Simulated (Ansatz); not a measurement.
# H₂O+ (doublet): wave-function methods side by side, cc-pVTZ

The task here is to estimate one member of a computed series from the others.

The runs use Ansatz 0.2.0, Gaussian basis; cc-pVTZ, core rule «outside noble gas», up to 1 orbitals frozen.

To be run: UHF; CCSD(T) on ROHF; CCSD(T) on UHF; BCCD(T) on ROHF; CISD; CCSDT(Q) on ROHF; CCSDT(Q) on UHF; CASSCF and MRCISD+Q, 7 electrons in 6 orbitals; CASSCF and NEVPT2, 7 electrons in 6 orbitals.

10 further runs of the same task are left out: 2 that didn't finish, 8 set aside as unsound or not needed.

### The geometry

The geometry is a PBE0/def2-TZVP stationary point (not a proven minimum).

3 atoms, charge 1, spin multiplicity 2.

Atoms are counted from 1 here; the program's logs count them from 0.

Bond lengths: O1–H2 1.004 Å, O1–H3 1.004 Å. Angles: H2–O1–H3 109.8°.

The first run:

The input, in.yaml:

```yaml
crystal:
  periodic: [false, false, false]
  atoms:
    - {symbol: O, position_ang: [0.000000, -0.064607, 0.000000]}
    - {symbol: H, position_ang: [0.000000, 0.512764, -0.821140]}
    - {symbol: H, position_ang: [0.000000, 0.512764, 0.821140]}
basis:
  gaussian: {orbitals: cc-pVTZ}
total_charge: 1
magnetization: {spin_polarized: true, initial_magnetization: 1}
hamiltonian: {xc: hf}
output: {orbitals: {seedname: orbitals}}
```

Run with:

```sh
$ ansatz run in.yaml --threads 1 --pin off --events-out ev --progress --plain --max-ram 2393MiB
```

Among the steps run: UHF; CCSD(T) on ROHF; CCSD(T) on UHF; BCCD(T) on ROHF; CISD; CCSDT(Q) on ROHF; CCSDT(Q) on UHF; CASSCF and MRCISD+Q, 7 electrons in 6 orbitals; CASSCF and NEVPT2, 7 electrons in 6 orbitals.

One of the session's tables, all rows but one given; the rest of the session is left out.

```
          method  from UCCSDT(Q) (meV)
            ROHF               +6128.4
             UHF               +5980.4
            RMP2                +561.4
            UMP2                     ?
            CISD                +321.4
           RCCSD                +151.0
           UCCSD                +148.1
        RCCSD(T)                 +14.0
        UCCSD(T)                 +12.8
         BCCD(T)                 +14.2
          RCCSDT                  +5.9
          UCCSDT                  +4.4
       RCCSDT(Q)                  +1.6
       UCCSDT(Q)                     0
  CASSCF valence               +4606.6
  NEVPT2 valence                +685.2
  MRCISD valence                +175.6
MRCISD+Q valence                 +24.3
```

**Question.** Estimate the row for UMP2.

As computed: from UCCSDT(Q) (meV): +570.1. In the column «from UCCSDT(Q) (meV)» it lies between RMP2 (+561.4) and NEVPT2 valence (+685.2).

Among the levels timed on like hardware and quicker than the yardstick, those that no quicker one beats, quickest first: NEVPT2 valence (0.6 s, +685.2 meV); MRCISD+Q valence (1.3 s, +24.3 meV); BCCD(T) (1.8 s, +14.2 meV); RCCSD(T) (4 s, +14.0 meV); UCCSD(T) (4.3 s, +12.8 meV).

Limits of these values: Of the multireference levels listed MRCISD+Q valence comes nearest in total energy (+24.3 meV), which doesn't show that its space is the better one. Restricted and unrestricted rows rest on different reference determinants; where their highest levels disagree by more than a few hundredths of an eV, they describe different states and don't form one ladder.
